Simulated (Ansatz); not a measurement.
# A geometry optimisation of BH7Si2 with PBE0-D3(BJ)/pcseg-1

The starting geometry of this gas-phase singlet was optimised with GFN2-xTB; its bonds are those of `[SiH2+][BH2-][SiH3]`.

```yaml
atoms:
  - { symbol: B, position_ang: [-0.5441, 1.5201, 0.9781] }
  - { symbol: Si, position_ang: [-2.3521, 1.6918, 0.3196] }
  - { symbol: Si, position_ang: [-0.0750, -0.4124, 1.2123] }
  - { symbol: H, position_ang: [-3.3650, 0.6616, -0.0103] }
  - { symbol: H, position_ang: [-3.1862, 2.8737, -0.0246] }
  - { symbol: H, position_ang: [-0.4560, 2.1013, 2.0280] }
  - { symbol: H, position_ang: [0.2061, 2.0387, 0.1930] }
  - { symbol: H, position_ang: [-0.9492, -1.1560, 2.1535] }
  - { symbol: H, position_ang: [-0.1683, -1.2317, -0.0220] }
  - { symbol: H, position_ang: [1.2819, -0.7110, 1.7101] }
```

Problem. Predict what it relaxes into with PBE0-D3(BJ)/pcseg-1.

Solution. A new bond forms, giving a structure with H6 bridging Si2 and B1, given below by its coordinates. Distances that change by over a tenth: B1–H6 (1.20 → 1.38 Å). Contacts that close: Si2–H6 (2.58 → 1.69 Å).

The energy falls by 0.67 eV over 25 steps:

| step | E − E(last) (eV) |
| --- | --- |
| 1 | 0.667 |
| 4 | 0.529 |
| 6 | 0.521 |
| 9 | 0.519 |
| 12 | 0.401 |
| 14 | 0.068 |
| 17 | 0.011 |
| 20 | 0.001 |
| 22 | 0.000 |
| 25 | 0.000 |

Final geometry (Å):

```xyz
10

B    -0.5307    1.2777    0.5094
Si   -2.3507    1.7297    0.3233
Si    0.0111   -0.5439    1.1440
H    -3.4350    0.9604    0.9994
H    -2.8413    3.1069    0.0210
H    -1.1989    1.9112    1.5415
H     0.2552    2.0823    0.0885
H    -1.1364   -1.2974    1.7457
H     0.5214   -1.3512   -0.0083
H     1.0975   -0.4997    2.1732
```

Frequencies at the end are all real (lowest 119 cm⁻¹). Run with Ansatz 0.2.0, 44 s on 2 threads of Intel(R) Xeon(R) Processor @ 2.70GHz (shared host).
